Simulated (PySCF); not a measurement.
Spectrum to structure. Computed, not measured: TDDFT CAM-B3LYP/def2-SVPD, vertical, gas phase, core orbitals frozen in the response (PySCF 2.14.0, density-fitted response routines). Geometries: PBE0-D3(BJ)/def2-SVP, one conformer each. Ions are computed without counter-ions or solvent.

| state | E (eV) | f |
| --- | --- | --- |
| S1 | 8.78 | 0.0008 |
| S2 | 9.58 | 0.015 |
| S3 | 9.62 | 0.0047 |
| S4 | 9.99 | 0.0041 |
| S5 | 10.16 | 0.012 |
| S6 | 10.27 | 0.0033 |
| S7 | 10.47 | 0.0070 |
| S8 | 10.54 | 0.039 |
| S9 | 10.59 | 0.0013 |
| S10 | 10.78 | 0.0060 |

Orbital energies (eV): HOMO-3 -16.87, HOMO-2 -16.29, HOMO-1 -16.20, HOMO -15.28, LUMO -3.46, LUMO+1 -2.29, LUMO+2 -2.11.

Question: Which structure fits? All have the formula [C5H12N]+.
A. `C=CC[NH+](C)C`
B. `C=C[N+](C)(C)C`
C. `C1CCC[NH+]1C`
D. `C[NH2+]CC1CC1`

Answer: C. Its S1, at 8.78 eV, is the highest among the candidates; the nearest of the others has S1 at 7.95 eV. S1 is HOMO→LUMO (92%). Löwdin shares by element: HOMO carbon 43% or more, hydrogen 20% or more (atoms not listed hold the other 37%); LUMO hydrogen 25% or more, carbon 18% or more, nitrogen 11% (atoms not listed hold the other 47%). At the same level the other candidates give, for their lowest levels:
- `C=CC[NH+](C)C`: 7.11 eV (f 0.038); 7.56 eV (f 0.267); 8.12 eV (f 0.014); 8.35 eV (f 0.000); 8.93 eV (f 0.024); T1 4.38 eV; HOMO -13.47, LUMO -3.37 eV
- `C[NH2+]CC1CC1`: 7.66 eV (f 0.027); 7.91 eV (f 0.007); 8.60 eV (f 0.000); 8.79 eV (f 0.008); 8.94 eV (f 0.024); T1 7.52 eV; HOMO -14.10, LUMO -3.65 eV
- `C=C[N+](C)(C)C`: 7.95 eV (f 0.403); 8.39 eV (f 0.027); 8.80 eV (f 0.000); 9.18 eV (f 0.016); 9.51 eV (f 0.000); T1 4.58 eV; HOMO -14.33, LUMO -3.63 eV
Triplets come from the Tamm–Dancoff approximation.
